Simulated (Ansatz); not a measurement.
Two structures of C2H8Si, closed shell, reached by relaxing down either side of one saddle point (PBE0-D4/def2-TZVP). Energies are electronic, without zero-point energy. Ansatz 0.2.0; basis: def2-TZVPP and def2-QZVPP; cores frozen in the correlated methods. Extrapolation: Hartree–Fock as exp(−7.88 √X), correlation as X^−2.97. First:

```csv
atom,x (Å),y (Å),z (Å)
Si1,-0.7094,-0.1107,-0.1097
C2,0.5687,-1.4753,-0.0185
H3,-1.4018,-0.1647,-1.4294
H4,-1.7431,-0.3260,0.9435
C5,0.0717,1.5752,0.1174
H6,0.1058,-2.4559,-0.1511
H7,1.3261,-1.3522,-0.7968
H8,1.0757,-1.4701,0.9497
H9,0.8192,1.7658,-0.6568
H10,-0.6795,2.3664,0.0624
H11,0.5665,1.6474,1.0893
```

Second:

```csv
atom,x (Å),y (Å),z (Å)
Si1,-1.4775,0.6128,-0.2659
C2,0.4491,-1.6637,-0.3189
H3,-0.3595,-1.2195,-0.9282
H4,-1.6547,0.1043,1.1645
C5,0.0289,1.7030,0.1138
H6,0.3829,-2.7424,-0.4556
H7,1.4021,-1.2873,-0.6860
H8,0.3289,-1.4214,0.7351
H9,0.5296,2.0684,-0.7844
H10,-0.3916,2.5800,0.6308
H11,0.7618,1.2657,0.7949
```

(1) Which bonds change from the first to the second?

(2) Give the saddle point's structure and its height above each. (An estimate is asked for; the value comes from the calculation.)

The T1 diagnostic stays at or below 0.014. The restricted Hartree–Fock reference is unstable towards an unrestricted one at one or more of these structures.

## Answers

(1) C₂H₈Si (C[SiH2]C) → CH₄Si ([CH3][SiH]) + CH₄; bonds formed: C2–H3; bonds broken: Si1–C2, Si1–H3.

(2) Computed: 3.274 eV above the first and 0.974 eV above the second (CCSD(T) at an estimated basis limit (MP2 extrapolated from triple and quadruple zeta, plus CCSD(T) − MP2 in triple zeta)).
| atom | x (Å) | y (Å) | z (Å) |
| --- | --- | --- | --- |
| Si1 | -1.1546 | 0.2093 | -0.2434 |
| C2 | 0.4237 | -1.3803 | -0.2096 |
| H3 | -0.6021 | -0.8637 | -1.1676 |
| H4 | -1.6955 | -0.4149 | 0.9985 |
| C5 | 0.0609 | 1.5847 | 0.1942 |
| H6 | -0.0013 | -2.3662 | -0.0349 |
| H7 | 1.1420 | -1.4025 | -1.0290 |
| H8 | 0.9076 | -0.9995 | 0.6881 |
| H9 | 0.7744 | 1.7176 | -0.6230 |
| H10 | -0.4718 | 2.5312 | 0.3130 |
| H11 | 0.6166 | 1.3842 | 1.1138 |

Losses and insertions of silylenes and their heavier kin drive the gas-phase chemistry of silicon and germanium vapour deposition.

Labels in which every atom is bracketed show which atoms are joined, not bond orders.

For scale, one of the runs: CCSD(T)/def2-TZVPP, 216 basis functions, launched by `ansatz run in.yaml --threads 2 --pin off --events-out ev --progress --plain --max-ram 4352MiB`. The run took 64 s on 2 CPU threads of an Arm Neoverse V2 (shared host), with 3.1 GiB of host memory at its peak.
